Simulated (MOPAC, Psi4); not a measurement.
Interaction energy of H2O ··· CH4O (SMILES O and CO). Monomers: optimised at B3LYP-D3(BJ) (def2-TZVP), held rigid. Orientation: a random orientation, not optimised. R is the distance of the centres of mass, along which the second monomer moves.

Geometry at R = 3.91 Å (first 3 atoms: monomer A):
```
9

O     -0.0005     0.3896     0.0000
H     -0.7648    -0.1958     0.0000
H      0.7653    -0.1938     0.0000
C      1.0224    -0.3688     4.1530
O      1.2273     0.8164     3.3968
H      1.3926    -1.2597     3.6338
H      1.5848    -0.2527     5.0783
H     -0.0326    -0.5200     4.4072
H      0.7400     0.7435     2.5704
```

Methods: HF/aug-cc-pVDZ, counterpoise-corrected (Psi4); PBE-D3(BJ)/def2-TZVP, counterpoise-corrected (Psi4); PM6, restricted, heats of formation (MOPAC); SCS-MP2/aug-cc-pVDZ = DF-SCS-MP2/aug-cc-pVDZ, frozen core, counterpoise-corrected in Psi4; PBE/def2-TZVP, counterpoise-corrected (Psi4).

Interaction energies in kJ/mol (negative: bound); R is the distance of the centres of mass, d the O1···H9 distance.

```
R / Å  d / Å  HF/aug-cc-pVDZ  PBE-D3(BJ)/def2-TZVP    PM6  SCS-MP2/aug-cc-pVDZ  PBE/def2-TZVP
-----  -----  --------------  --------------------  -----  -------------------  -------------
3.34    2.14           -7.84                -17.51  -5.80               -10.84         -15.09
3.48    2.27           -7.97                -16.10  -5.05               -10.47         -13.94
3.72    2.51           -6.90                -12.97  -3.50                -8.74         -11.22
3.91    2.70           -5.72                -10.52  -2.38                -7.16          -9.05
4.08    2.87           -4.71                 -8.57  -1.60                -5.86          -7.33
4.31    3.09           -3.55                 -6.40  -0.89                -4.40          -5.42
4.59    3.37           -2.47                 -4.42  -0.39                -3.07          -3.70
4.89    3.67           -1.65                 -2.94  -0.09                -2.07          -2.44
5.44    4.22           -0.78                 -1.37   0.15                -1.02          -1.10
6.11    4.88           -0.30                 -0.53   0.25                -0.44          -0.40
7.11    5.88           -0.03                 -0.13   0.25                -0.10          -0.08
8.45    7.22            0.06                  0.01   0.20                 0.02           0.03
```

Lowest grid point: HF/aug-cc-pVDZ -7.97 kJ/mol at R = 3.48 Å; PBE-D3(BJ)/def2-TZVP -17.51 kJ/mol at R = 3.34 Å; PM6 -5.80 kJ/mol at R = 3.34 Å; SCS-MP2/aug-cc-pVDZ -10.84 kJ/mol at R = 3.34 Å; PBE/def2-TZVP -15.09 kJ/mol at R = 3.34 Å.
